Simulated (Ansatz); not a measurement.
**Relative stability**

Two relaxed structures of AlSiNH4, singlet (PBE0-D4/def2-TZVP; forces vanish, vibrations not checked).

A:

N1  (-1.571, -0.822, -1.196)
Si2  (-0.760, 0.416, -0.552)
Al3  (1.214, 0.206, 0.910)
H4  (-1.242, -1.759, -0.983)
H5  (-1.306, 1.754, -0.914)
H6  (1.708, -1.267, 1.226)
H7  (1.957, 1.473, 1.508)
(Å)

B:

N1  (0.077, 0.278, 0.225)
Si2  (-1.329, 0.948, 0.012)
Al3  (1.644, -0.460, 0.489)
H4  (-2.145, 1.544, 1.100)
H5  (-2.008, 1.061, -1.303)
H6  (1.727, -2.014, 0.796)
H7  (2.946, 0.442, 0.412)
(Å)

Computed with Ansatz 0.2.0 (basis: def2-TZVPP); correlated methods freeze the cores. B3LYP uses VWN-RPA correlation.

(1) Which structure is lower at CCSD(T), and by how much? (An estimate is asked for; the value comes from the calculation.)

The T1 diagnostic stays at or below 0.020. The restricted Hartree–Fock reference is unstable towards an unrestricted one at one or more of these structures.

## Answers

(1) The calculation gives: B, by 1.176 eV (electronic energy, against the other). By their contacts, A is AlSiNH₄ ([NH][SiH][AlH2]) and B is AlSiNH₄ ([AlH2][N][SiH2]).

All methods give the same order:

| method | E(B) − E(A) (eV) |
| --- | --- |
| PBE-D4 | -0.980 |
| r2SCAN-D4 | -1.177 |
| PBE0-D4 | -1.081 |
| B3LYP-D4 | -1.223 |
| wB97M-V | -1.287 |
| HF | -1.459 |
| MP2 | -1.309 |
| CCSD | -1.230 |
| CCSD(T) | -1.176 |

Labels in which every atom is bracketed show which atoms are joined, not bond orders.

For scale, one of the runs: CCSD(T)/def2-TZVPP, 171 basis functions, launched by `ansatz run in.yaml --threads 2 --pin off --events-out ev --progress --plain --max-ram 4352MiB`. Hardware: 2 CPU threads of an Arm Neoverse V2, shared host. Wall time 19 s; peak host memory 1.3 GiB.
